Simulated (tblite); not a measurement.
Record of a relaxation.

Compound: phosphanylidenephosphane, P2H2.
SMILES with atom numbers: `[H]/[P:1]=[P:2]\[H]` (hydrogens: H3 on P1; H4 on P2)

Computed with GFN2-xTB (tblite), gas phase: L-BFGS steps from a force-field or distance-geometry start until the largest atomic force falls under 0.01 eV/Å. 14 of its 16 geometries are shown.

Step 0: E = -163.4376 eV, largest atomic force 1.227 eV/Å
```
atom  x, y, z in Å  |  force x, y, z in eV/Å
P1     -0.942   -0.627   -0.371   -1.007   0.380  -0.220
P2      0.972   -0.603    0.181    1.178   0.033   0.343
H3     -1.684    0.624   -0.358    0.732  -0.250   0.165
H4      1.665    0.611    0.598   -0.903  -0.162  -0.288
```

Step 1: E = -163.4796 eV, largest atomic force 0.828 eV/Å
```
atom  x, y, z in Å  |  force x, y, z in eV/Å
P1     -0.957   -0.622   -0.374   -0.059   0.150   0.010
P2      0.989   -0.603    0.186    0.230  -0.130   0.043
H3     -1.674    0.620   -0.356    0.624  -0.032   0.173
H4      1.652    0.609    0.594   -0.796   0.011  -0.226
```

Step 2: E = -163.5081 eV, largest atomic force 0.721 eV/Å
```
atom  x, y, z in Å  |  force x, y, z in eV/Å
P1     -0.963   -0.616   -0.375    0.446  -0.112   0.108
P2      1.000   -0.606    0.189   -0.277  -0.258  -0.126
H3     -1.656    0.618   -0.351    0.511   0.200   0.182
H4      1.629    0.608    0.588   -0.681   0.170  -0.164
```

Step 3: E = -163.5564 eV, largest atomic force 1.094 eV/Å
```
atom  x, y, z in Å  |  force x, y, z in eV/Å
P1     -0.966   -0.610   -0.375    0.935  -0.542   0.170
P2      1.015   -0.617    0.191   -0.786  -0.413  -0.299
H3     -1.613    0.620   -0.339    0.341   0.559   0.198
H4      1.573    0.612    0.572   -0.490   0.395  -0.069
```

Step 5: E = -163.7680 eV, largest atomic force 1.581 eV/Å
```
atom  x, y, z in Å  |  force x, y, z in eV/Å
P1     -0.939   -0.623   -0.369    1.074  -1.156   0.099
P2      1.058   -0.694    0.190   -1.269   0.193  -0.329
H3     -1.373    0.669   -0.261    0.185   0.820   0.201
H4      1.265    0.653    0.491    0.011   0.142   0.029
```

Step 6: E = -163.8136 eV, largest atomic force 1.150 eV/Å
```
atom  x, y, z in Å  |  force x, y, z in eV/Å
P1     -0.917   -0.647   -0.367    0.419  -0.531   0.024
P2      1.062   -0.720    0.186   -0.918   0.678  -0.141
H3     -1.260    0.703   -0.223    0.213   0.130   0.084
H4      1.125    0.669    0.454    0.286  -0.277   0.032
```

Step 7: E = -163.8407 eV, largest atomic force 0.461 eV/Å
```
atom  x, y, z in Å  |  force x, y, z in eV/Å
P1     -0.914   -0.653   -0.368   -0.009  -0.256  -0.049
P2      1.045   -0.702    0.184   -0.407   0.202  -0.080
H3     -1.286    0.699   -0.231    0.250  -0.028   0.067
H4      1.166    0.661    0.464    0.166   0.082   0.062
```

Step 8: E = -163.8478 eV, largest atomic force 0.330 eV/Å
```
atom  x, y, z in Å  |  force x, y, z in eV/Å
P1     -0.913   -0.662   -0.369   -0.310  -0.055  -0.099
P2      1.033   -0.694    0.182   -0.053   0.039  -0.008
H3     -1.281    0.700   -0.229    0.235  -0.156   0.039
H4      1.172    0.661    0.466    0.128   0.172   0.068
```

Step 9: E = -163.8528 eV, largest atomic force 0.374 eV/Å
```
atom  x, y, z in Å  |  force x, y, z in eV/Å
P1     -0.918   -0.667   -0.371   -0.360   0.032  -0.097
P2      1.025   -0.689    0.181    0.081  -0.019   0.020
H3     -1.276    0.697   -0.228    0.198  -0.179   0.024
H4      1.179    0.664    0.469    0.082   0.167   0.053
```

Step 10: E = -163.8604 eV, largest atomic force 0.281 eV/Å
```
atom  x, y, z in Å  |  force x, y, z in eV/Å
P1     -0.932   -0.678   -0.378   -0.246   0.127  -0.047
P2      1.010   -0.682    0.178    0.166  -0.034   0.041
H3     -1.256    0.689   -0.224    0.089  -0.152  -0.002
H4      1.189    0.675    0.473   -0.009   0.059   0.008
```

Step 12: E = -163.8629 eV, largest atomic force 0.041 eV/Å
```
atom  x, y, z in Å  |  force x, y, z in eV/Å
P1     -0.941   -0.679   -0.380   -0.002   0.037   0.006
P2      1.008   -0.682    0.178    0.005   0.034   0.007
H3     -1.236    0.685   -0.219    0.010  -0.033  -0.003
H4      1.179    0.681    0.472   -0.013  -0.037  -0.011
```

Step 13: E = -163.8630 eV, largest atomic force 0.029 eV/Å
```
atom  x, y, z in Å  |  force x, y, z in eV/Å
P1     -0.941   -0.679   -0.380    0.010   0.011   0.005
P2      1.009   -0.682    0.178   -0.009   0.027   0.002
H3     -1.234    0.684   -0.218    0.005  -0.011  -0.001
H4      1.176    0.681    0.471   -0.005  -0.027  -0.006
```

Step 14: E = -163.8630 eV, largest atomic force 0.013 eV/Å
```
atom  x, y, z in Å  |  force x, y, z in eV/Å
P1     -0.941   -0.678   -0.380    0.006  -0.003   0.001
P2      1.009   -0.682    0.178   -0.007   0.011   0.000
H3     -1.233    0.684   -0.218    0.001   0.001   0.000
H4      1.175    0.681    0.471    0.000  -0.009  -0.002
```

Step 15: E = -163.8630 eV, largest atomic force 0.002 eV/Å
```
atom  x, y, z in Å  |  force x, y, z in eV/Å
P1     -0.941   -0.678   -0.380    0.001  -0.002   0.000
P2      1.009   -0.681    0.178   -0.001   0.002   0.000
H3     -1.233    0.684   -0.218    0.000   0.001   0.000
H4      1.175    0.680    0.471    0.000  -0.001   0.000
```

Task: Summarise the path.

Result: The energy falls by 0.4254 eV from step 0 to step 15; nine tenths of that is first reached at step 7. It falls at every step. The largest force goes from 1.227 to 0.002 eV/Å. Among the bonds P2–H4 changes most, from 1.459 to 1.403 Å; the atoms move by 0.353 Å rms after alignment.

Task: Follow the three bonds and two angles with the largest change from start to end.

Result: 
```
step  E above end (eV)  largest force (eV/Å)  P2–H4 (Å)  P1–H3 (Å)  P1=P2 (Å)  P1–P2–H4 (°)  P2–P1–H3 (°)
   0            0.4254                 1.227      1.459      1.454      1.993         123.0         118.5
   1            0.3834                 0.828      1.440      1.434      2.025         121.9         118.0
   2            0.3549                 0.721      1.424      1.415      2.043         120.4         117.5
   3            0.3066                 1.094      1.402      1.390      2.060         117.0         116.3
   4            0.2170                 1.648      1.384      1.367      2.072         110.2         113.5
   5            0.0950                 1.581      1.396      1.368      2.075          99.6         108.5
   6            0.0494                 1.150      1.416      1.400      2.057          93.4         104.0
   7            0.0223                 0.461      1.396      1.410      2.036          96.6         104.5
   8            0.0152                 0.330      1.392      1.417      2.023          97.8         103.8
   9            0.0102                 0.374      1.392      1.417      2.020          98.8         103.0
  10            0.0026                 0.281      1.400      1.413      2.020         100.3         101.1
  11            0.0006                 0.130      1.404      1.409      2.025         100.3         100.2
  12            0.0001                 0.041      1.405      1.405      2.028         100.0          99.9
  13            0.0000                 0.029      1.404      1.404      2.028          99.8          99.8
  14            0.0000                 0.013      1.403      1.403      2.028          99.8          99.8
  15            0.0000                 0.002      1.403      1.403      2.028          99.8          99.8
```
